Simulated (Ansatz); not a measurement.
Reaction (substitution at a C–C bond): `CC(C)CCl` + H–F → `CC(F)CCl` + CH₄

Calculated with Ansatz (gas phase, PBE0-D4/def2-TZVP geometries, no zero-point term in ΔE). CCSD(T)/CBS adds triple-zeta CCSD(T) − MP2 to the extrapolated MP2 energy (def2 sets, frozen cores). This one scheme is used for every species. Functionals use def2-TZVPP. Each species was taken in one conformer, which may not be the lowest.

| level | ΔE (kJ/mol) | difference from CCSD(T)/CBS |
| --- | --- | --- |
| PBE-D4 | 17.5 | -13.0 |
| r2SCAN-D4 | 12.5 | -18.0 |
| ωB97M-V | 17.1 | -13.4 |
| PBE | 11.9 | -18.6 |
| r2SCAN | 10.8 | -19.7 |
| SCS-MP2/def2-TZVPP | 28.5 | -2.0 |
| CCSD/def2-TZVPP | 25.2 | -5.3 |
| CCSD(T)/def2-TZVPP | 27.3 | -3.2 |
| MP2/def2-QZVPP | 40.4 | 9.9 |
| MP2/CBS(def2) | 41.5 | 11.0 |
| CCSD(T)/CBS | 30.5 | 0 |

Largest T1 diagnostic among the species: 0.010.

The D4 term adds +8.8 kJ/mol with B3LYP and +4.9 kJ/mol with PBE0; it sums over pairs of atoms, weighted by their polarisabilities, and B3LYP, whose exchange is more repulsive, gets the larger term. From PBE to PBE0 (25 % exact exchange), in def2-TZVPP and without D4, ΔE moves by +5.5 kJ/mol. In def2-TZVPP, CCSD(T) changes the Hartree–Fock value by +25.7 kJ/mol (the triples alone add +2.0 kJ/mol) and MP2 by +36.7 kJ/mol.

B3LYP here is the variant with VWN-RPA as its local correlation; programs differ in this.
